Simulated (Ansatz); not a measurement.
We consider α-phase Ga, described by r²SCAN (Ansatz, an electronic-structure program, PAW).

Settings: plane-wave cutoff 560 eV, 14×14×12 k mesh (along the axes of the cell as run), Fermi–Dirac smearing 0.05 eV, scalar-relativistic PAW data made under PBE.

Properties against volume:

Shape and atoms are relaxed at each volume.

```json
[
 {"V (Å³/atom)": "18.427", "P (GPa)": "2.87", "c (Å)": "4.464", "a (Å)": "4.400"},
 {"V (Å³/atom)": "18.811", "P (GPa)": "1.35", "c (Å)": "4.493", "a (Å)": "4.435"},
 {"V (Å³/atom)": "19.195", "P (GPa)": "0.00", "c (Å)": "4.524", "a (Å)": "4.468"},
 {"V (Å³/atom)": "19.579", "P (GPa)": "-1.20", "c (Å)": "4.554", "a (Å)": "4.502"},
 {"V (Å³/atom)": "19.963", "P (GPa)": "-2.25", "c (Å)": "4.582", "a (Å)": "4.535"}
]
```
